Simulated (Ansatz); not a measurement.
**SiF2 (SMILES F[Si]F): levels of theory compared**

Aim: a comparison of 6 runs (UHF/STO-3G, HSE06/STO-3G, PBE0/STO-3G, wB97X/STO-3G, CCSDT/STO-3G, CCSD/STO-3G) of SiF2. 

Program for the calculation: Ansatz 0.2.0.

41 further runs of the same task are left out: 3 that didn't finish, 38 set aside as unsound or not needed.

### 1 Starting point

SiF2 has 3 atoms, charge 0, and is taken as a singlet. As SMILES, `F[Si]F`. The F3–Si2 distance was set to 2.402 Å, away from the relaxed value. At this shape a bond of the SMILES string is far longer than usual.

Bond lengths: F1–Si2 1.602 Å. A long bond or contact: Si2–F3 2.402 Å.

### 2 The energy at UHF/STO-3G (run 1)

Input file job.yaml:

```yaml
crystal:
  periodic: [false, false, false]
  atoms:
    - {symbol: F, position_ang: [-0.345466, 1.823818, 0.013993]}
    - {symbol: Si, position_ang: [-1.106666, 0.530618, -0.545507]}
    - {symbol: F, position_ang: [0.428600, -1.200400, 0.100700]}
basis:
  gaussian:
    orbitals: STO-3G
magnetization:
  spin_polarized: true
  initial_magnetization: 0
hamiltonian:
  xc: hf
accuracy: high
```

Run with:

```bash
$ ansatz run job.yaml --threads 1 --pin off --max-ram 2610MiB --events-out events.jsonl --progress --plain --runs-dir runs
```

The log of the run:

```text
Warning: RAYON_NUM_THREADS=1 ignored (pool sized by the plan → 1); use --threads N
Functional definition: HF
  name "HF"
  exchange = exact_x
  correlation = 0
320 factors; integrals over basis functions are off by at most 2.5e-8 eV
mean field evaluation 1: about -13096.5553 eV, gradient 1.6e1 eV
mean field evaluation 2: about -13096.6048 eV, gradient 1.6e1 eV
mean field evaluation 4: about -13101.7819 eV, gradient 5.3e0 eV
mean field evaluation 8: about -13102.3637 eV, gradient 1.0e-1 eV
mean field evaluation 16: about -13102.8549 eV, gradient 3.0e0 eV
mean field evaluation 32: about -13103.9637 eV, gradient 1.5e0 eV
mean field evaluation 64: about -13103.8625 eV, gradient 2.0e-1 eV
mean field evaluation 96: about -13103.7749 eV, gradient 1.0e0 eV
mean field evaluation 128: about -13103.7836 eV, gradient 4.4e-1 eV
mean field evaluation 160: about -13103.8420 eV, gradient 2.8e-3 eV
mean field evaluation 192: about -13097.8086 eV, gradient 1.7e0 eV
mean field evaluation 224: about -13102.3047 eV, gradient 3.9e-1 eV
mean field -13104.11528218 eV, -481.5673543317 hartree, gradient 2.3e-8 eV, S^2 0.813388; 6 other end points of the search recorded, 0 dependent functions left out
reference -13104.11528218 eV, -481.5673543317 hartree; 16, 16 occupied and 3, 3 virtual orbitals, 320 factors
Total energy: -13104.11528218 eV, -481.5673543317 hartree
```

Wall time 0.44 s (1 thread of Arm Neoverse V1, shared host).

### 3 The energy at HSE06/STO-3G (run 2)

Input file run.yaml:

```yaml
crystal:
  periodic: [false, false, false]
  atoms:
    - {symbol: F, position_ang: [-0.345466, 1.823818, 0.013993]}
    - {symbol: Si, position_ang: [-1.106666, 0.530618, -0.545507]}
    - {symbol: F, position_ang: [0.428600, -1.200400, 0.100700]}
basis:
  gaussian:
    orbitals: STO-3G
hamiltonian:
  xc: hse06
accuracy: high
```

Run with:

```bash
$ ansatz run run.yaml --threads 1 --pin off --max-ram 2610MiB --events-out events.jsonl --progress --plain --runs-dir runs
```

The log of the run:

```text
Warning: RAYON_NUM_THREADS=1 ignored (pool sized by the plan → 1); use --threads N
Functional definition: HSE06
  name "HSE06"
  parameter a = 0.25
  parameter omega = 0.11/bohr
  exchange = pbe_x - a*pbe_x_sr(omega) + a*exact_x_sr(omega)
  correlation = pbe_c
320 factors; integrals over basis functions are off by at most 2.5e-8 eV
51 factors; integrals over basis functions are off by at most 2.0e-9 eV
mean field evaluation 1: about -13123.2617 eV, gradient 2.4e1 eV
mean field evaluation 2: about -12804.4710 eV, gradient 1.2e2 eV
mean field evaluation 4: about -13126.3848 eV, gradient 2.1e1 eV
mean field evaluation 8: about -13126.3794 eV, gradient 2.1e1 eV
mean field evaluation 16: about -13129.3681 eV, gradient 1.1e-4 eV
mean field -13129.36813055 eV, -482.4953793925 hartree, gradient 2.9e-8 eV, S^2 0.000000; 0 other end points of the search recorded, 0 dependent functions left out
reference -13129.36813180 eV, -482.4953794383 hartree; 16, 16 occupied and 3, 3 virtual orbitals, 320 factors
Total energy: -13129.36813180 eV, -482.4953794383 hartree
```

It took 1.3 s on 1 thread of Arm Neoverse V1, shared host; peak memory 0.09 GiB.

### 4 A single-point energy at PBE0/STO-3G (run 3)

Input file molecule.yaml:

```yaml
crystal:
  periodic: [false, false, false]
  atoms:
    - {symbol: F, position_ang: [-0.345466, 1.823818, 0.013993]}
    - {symbol: Si, position_ang: [-1.106666, 0.530618, -0.545507]}
    - {symbol: F, position_ang: [0.428600, -1.200400, 0.100700]}
basis:
  gaussian: {orbitals: STO-3G}
hamiltonian: {xc: {name: PBE0}}
accuracy: high
```

Run with:

```bash
$ ansatz run molecule.yaml --threads 1 --pin off --max-ram 2610MiB --events-out events.jsonl --progress --plain --runs-dir runs
```

The log of the run:

```text
Warning: RAYON_NUM_THREADS=1 ignored (pool sized by the plan → 1); use --threads N
Functional definition: PBE0
  name "PBE0"
[... 1 set-up line as earlier in the session ...]
  parameter kappa = 0.804
  parameter beta = 0.06672455060314922
  exchange = (1 - a)*pbe_x(kappa = kappa, mu = beta*pi^2/3) + a*exact_x
  correlation = pbe_c(beta = beta)
320 factors; integrals over basis functions are off by at most 2.5e-8 eV
mean field evaluation 1: about -13123.3657 eV, gradient 2.4e1 eV
mean field evaluation 2: about -12810.0824 eV, gradient 1.4e2 eV
mean field evaluation 4: about -13128.6772 eV, gradient 1.4e1 eV
mean field evaluation 8: about -13129.6822 eV, gradient 1.1e0 eV
mean field evaluation 16: about -13129.6807 eV, gradient 7.2e-4 eV
mean field -13129.68068823 eV, -482.5068656754 hartree, gradient 2.7e-8 eV, S^2 0.000000; 0 other end points of the search recorded, 0 dependent functions left out
reference -13129.68068917 eV, -482.5068657098 hartree; 16, 16 occupied and 3, 3 virtual orbitals, 320 factors
Total energy: -13129.68068917 eV, -482.5068657098 hartree
```

It took 0.84 s on 1 thread of Arm Neoverse V1, shared host.

Runs 4 to 5 aren't shown in full; the table further down has their settings and results.

### 5 The energy at CCSD/STO-3G (run 6)

Edit run.yaml of step 3 so:

```diff
@@ -9,4 +9,7 @@
     orbitals: STO-3G
-hamiltonian:
-  xc: hse06
+correlation:
+  method: ccsd
+  frozen_orbitals: {F: 1, Si: 5}
 accuracy: high
+scf:
+  omitted_lower_state_checks: [cluster_reference, increment]
```

Run with:

```bash
$ ansatz run run.yaml --threads 1 --pin off --max-ram 2610MiB --events-out events.jsonl --progress --plain --runs-dir runs
```

The log of the run:

```text
Warning: RAYON_NUM_THREADS=1 ignored (pool sized by the plan → 1); use --threads N
[... 12 lines left out ...]
7 core orbitals not correlated: weight in the atoms' cores, before any rotation towards them, 1.000 or more for the frozen orbitals, at most 0.000 for the correlated occupied ones
[... 34 lines left out ...]
WARN: these amplitudes may be one of several solutions (largest doubles amplitude 0.41, level shift 4.26 eV)
Total energy: -13106.23350091 eV, -481.6451974345 hartree
Checks for a lower state left out: cluster_reference, increment
```

It took 0.22 s on 1 thread of Arm Neoverse V1, shared host.

### 6 Overview of the runs

| run | level | frozen core orbitals | energy (Eh) | wall time |
| --- | --- | --- | --- | --- |
| 1 | UHF/STO-3G | – | -481.567354 | 0.44 s |
| 2 | HSE06/STO-3G | – | -482.495379 | 1.3 s |
| 3 | PBE0/STO-3G | – | -482.506866 | 0.84 s |
| 4 | wB97X/STO-3G | – | -482.738652 | 3.9 s |
| 5 | CCSDT/STO-3G | 7 | -481.656206 | 0.46 s |
| 6 | CCSD/STO-3G | 7 | -481.645197 | 0.22 s |

### 7 Summary of results

| quantity | value |
| --- | --- |
| run 6: total energy | -481.64520 Eh |
| run 6: correlation energy (7 core orbitals frozen) | -142.7 mEh |
| run 6: T1 diagnostic | 0.035 |

**Reading.** Below the UHF energy at the same shape and in the same basis (STO-3G): CCSDT -88.9 mEh; CCSD -77.8 mEh. Some of these start from another determinant than that one, so these aren't their correlation energies. Totals of different functionals can't be ranked against each other. In run 6 the T1 diagnostic is large, so a single reference may not serve. In runs 5, 6 the log says that unrestricted orbitals would lower the reference, so the values rest on an unstable closed-shell determinant (other closed-shell runs at this shape may share the fault). In runs 1, 2, 3, 4, 5, 6 the basis is minimal, so the values are rough. Spin contamination of the reference: run 1 ⟨S²⟩ = 0.81. Where it is this large, the reference is a mixture of spin states, and values that rest on it are in doubt. All runs together took 7.2 s, the longest 3.9 s.
